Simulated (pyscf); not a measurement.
O=B–F + HF → HO–B(F)–F (addition across a multiple bond or ene-type step; singlet surface; F–H broken, H–O, B–F formed). Optimised with ωB97X-D3(BJ)/def2-SVP in PySCF. MP2 and CC: frozen core, UHF for open shells. ΔMP2 is the change of the MP2 total energy from the triple- to the quadruple-zeta basis. Energies in kcal/mol from the separated reactants.

```json
[
 {"level": "ωB97X-D3(BJ)/def2-TZVP", "barrier": "3.6", "reaction energy": "-62.5"},
 {"level": "r²SCAN/def2-TZVP", "barrier": "0.0", "reaction energy": "-63.8"},
 {"level": "B3LYP-D3(BJ)/def2-TZVP", "barrier": "4.4", "reaction energy": "-60.1"},
 {"level": "PBE0-D3(BJ)/def2-TZVP", "barrier": "[?]", "reaction energy": "-63.5"},
 {"level": "M06-2X/def2-TZVP", "barrier": "2.9", "reaction energy": "-64.6"},
 {"level": "ωB97M-D3(BJ)/def2-TZVP", "barrier": "3.3", "reaction energy": "-61.3"},
 {"level": "CCSD(T)/def2-TZVPP + ΔMP2(QZVPP)", "barrier": "[?]", "reaction energy": "[?]"}
]
```

Task: Complete the blanks.

Result: 
- PBE0-D3(BJ)/def2-TZVP, barrier: 1.5
- CCSD(T)/def2-TZVPP + ΔMP2(QZVPP), barrier: 6.8
- CCSD(T)/def2-TZVPP + ΔMP2(QZVPP), reaction energy: -59.8

Of the functionals in the table, B3LYP-D3(BJ) is closest to CCSD(T)/def2-TZVPP + ΔMP2(QZVPP) in the barrier (2.4 kcal/mol apart) and r²SCAN least close (6.8 kcal/mol); that level has limits of its own. On the reactant side the descent ends in a complex, 6.1 kcal/mol under the separated species and 9.7 kcal/mol under the saddle at ωB97X-D3(BJ)/def2-TZVP. One saddle was located; it need not be the lowest between these sides. The CCSD(T) − MP2 part came from Ansatz, without density fitting, on the same reference.
